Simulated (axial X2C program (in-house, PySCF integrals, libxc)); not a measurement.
How long does NaF take?

A bond scan computed with an in-house all-electron X2C program for linear molecules (integrals from PySCF). Basis: Na dyall-cv3z [9s8p5d2f], F dyall-av3z [7s6p3d2f] (cores contracted in-house).

Input file and command:
```json
{"zs": [11, 9], "q": 0, "bas": ["dyall-cv3z", "dyall-av3z"], "levels": ["PBE0", "HF", "r2SCAN"], "cc": true, "r0": 2.19, "thr": -1.0, "nmax": 90, "npts": 10, "nst": 2, "ntry": 6}
```
```bash
python so2c.py task.json out
```

Keys: zs atomic numbers; q charge; bas basis sets; levels methods; cc coupled cluster on or off; r0 starting distance in Å; thr threshold in hartree for freezing inner shells (an s shell follows its p shell); nmax most natural virtual spinors; npts points on the curve; nst determinants followed; ntry starts of the search. HF also brings MP2.

Hardware: 1 thread of Arm Neoverse V2, with other jobs on the host.

Wall time of one point of each curve, integrals apart:

```tsv
Hamiltonian	level	points	seconds a point
spin-free	PBE0	10	0.12
spin-free	CCSD(T) (8 electrons, 82 virtuals)	7	1.1
spin-free	r2SCAN	10	0.21
2c	PBE0	10	0.14
2c	HF	10	0.056
2c	CCSD(T) (8 electrons, 82 virtuals)	7	1.1
2c	r2SCAN	10	0.23
```

The rest:

Search with its distance optimisation 7.7 s, atoms 3.2 s, whole task 35 s. Coupled cluster runs on the points near the minimum only. The program drops outer points, and coupled cluster, when its time limit (not in the input) nears; MP2, further determinants and curves that did not converge are not in the table.
